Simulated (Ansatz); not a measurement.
For zinc-blende InSb, PBE-D3(BJ) (plane waves, PAW; Ansatz, a quantum-chemistry and plane-wave program) gives:

| Item | Result |
|---|---|
| lattice constant a | 6.545 Å |
| enthalpy of formation | -0.043 eV/atom |

### Question
What does r²SCAN+rVV10 (Ansatz, PAW) give for the same quantities?

### Answer

- lattice constant a: 6.522 Å (decreases by 0.4 %)
- formation enthalpy: -0.202 eV/atom (moves by -0.159 eV/atom)

For comparison: lattice constant a 6.468 Å (measured, static lattice: zero-point anharmonic expansion removed; as tabulated in Mejia-Rodriguez and Trickey (2018), arXiv:1807.09216); formation enthalpy -0.16 eV/atom (measured, 298 K, not corrected to a static lattice; as tabulated in Zhang et al. (2018), doi:10.1038/s41524-018-0065-z).

Changes are worked out from the printed values.

Unless a cell is named, each level is at its own relaxed cell (PBE-D3(BJ) 35.04, r²SCAN+rVV10 34.68 Å³/atom).

Levels without +SOC leave out spin–orbit coupling, which shifts energies and cells of such heavy elements.

Ansatz's density-functional and Hartree–Fock values are scalar-relativistic unless marked +SOC, with PAW data made under PBE.
